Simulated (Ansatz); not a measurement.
Two isomers of C8H18: A = `CCCCC(C)(C)C`, B = `CC[C@@H](C)[C@H](C)CC`.

Gas-phase electronic energies from Ansatz, PBE0-D4/def2-TZVP geometries. CCSD(T)/CBS adds triple-zeta CCSD(T) − MP2 to the extrapolated MP2 energy (def2 sets, frozen cores). Functionals use def2-TZVPP. B3LYP here is the variant with VWN-RPA as its local correlation; programs differ in this. One conformer a species, not always the lowest.

A:

```xyz
26

C     1.7303    1.8630    2.6394
C     1.3051    0.5259    2.0586
C     0.5108    0.6628    0.7691
C     0.0916   -0.6821    0.1989
C    -0.7191   -0.6650   -1.1051
C    -2.0364    0.0827   -0.9147
C    -1.0232   -2.1112   -1.4880
C     0.0794   -0.0135   -2.2313
H     0.8617    2.4882    2.8655
H     2.3580    2.4165    1.9351
H     2.2991    1.7386    3.5638
H     0.7048   -0.0216    2.7947
H     2.1903   -0.0933    1.8721
H     1.1158    1.2108    0.0380
H    -0.3718    1.2832    0.9618
H    -0.4945   -1.2177    0.9570
H     0.9913   -1.2888    0.0326
H    -2.6452    0.0261   -1.8215
H    -2.6177   -0.3490   -0.0946
H    -1.8743    1.1399   -0.6934
H    -1.6029   -2.1582   -2.4143
H    -0.1010   -2.6796   -1.6398
H    -1.6001   -2.6118   -0.7050
H     0.2735    1.0428   -2.0324
H     1.0424   -0.5138   -2.3703
H    -0.4679   -0.0750   -3.1763
```

B:

Z-matrix (Å, degrees):
```
C
C 1 1.519
H 1 1.092 2 112.1
H 1 1.094 2 111.1 3 -120.4
H 1 1.093 2 111.0 3 120.0
C 2 1.529 1 115.1 3 67.3
H 2 1.096 1 109.0 3 -171.7
H 2 1.096 1 109.7 3 -56.7
C 6 1.539 2 113.4 1 -55.1
C 6 1.523 2 109.7 1 177.1
H 6 1.100 2 106.8 1 61.0
C 9 1.523 6 113.1 2 -60.6
C 9 1.529 6 111.4 2 172.7
H 9 1.098 6 106.4 2 57.2
H 10 1.092 6 112.2 2 -175.3
H 10 1.093 6 110.4 2 -55.4
H 10 1.094 6 111.4 2 63.6
H 12 1.092 9 111.9 6 56.1
H 12 1.093 9 111.4 6 -64.6
H 12 1.092 9 111.1 6 175.7
C 13 1.520 9 114.1 6 -163.7
H 13 1.096 9 108.6 6 -42.1
H 13 1.096 9 109.7 6 73.4
H 21 1.093 13 111.1 9 177.0
H 21 1.092 13 112.0 9 -63.1
H 21 1.094 13 111.0 9 57.2
```

Task: Which is lower in electronic energy at CCSD(T)/CBS, and by how much? (Estimate.)

Result: Computed: A, by 2.6 kcal/mol.

Task: Give E(B) − E(A) in kcal/mol with ωB97M-V, LDA (SPW92), CCSD(T)/def2-SVP, r2SCAN-D4, PBE-D4, B3LYP, HF/def2-TZVPP. (Estimate.)

Result: Ansatz gave: ωB97M-V 2.4, LDA (SPW92) 1.9, CCSD(T)/def2-SVP 2.7, r2SCAN-D4 2.7, PBE-D4 2.2, B3LYP 3.1, HF/def2-TZVPP 3.9. None reverses the order clearly.

Largest T1 diagnostic: 0.009.

Leaving LDA and LC-ωPBE aside and taking each functional with its dispersion term where it has one, the values, not all of them listed here, spread over 0.8 kcal/mol, from BLYP-D4 to B2PLYP. LDA lies −0.8 kcal/mol from PBE without D4. In def2-TZVPP, CCSD(T) changes the Hartree–Fock value by −1.2 kcal/mol (the triples alone add −0.1 kcal/mol) and MP2 by −1.1 kcal/mol.
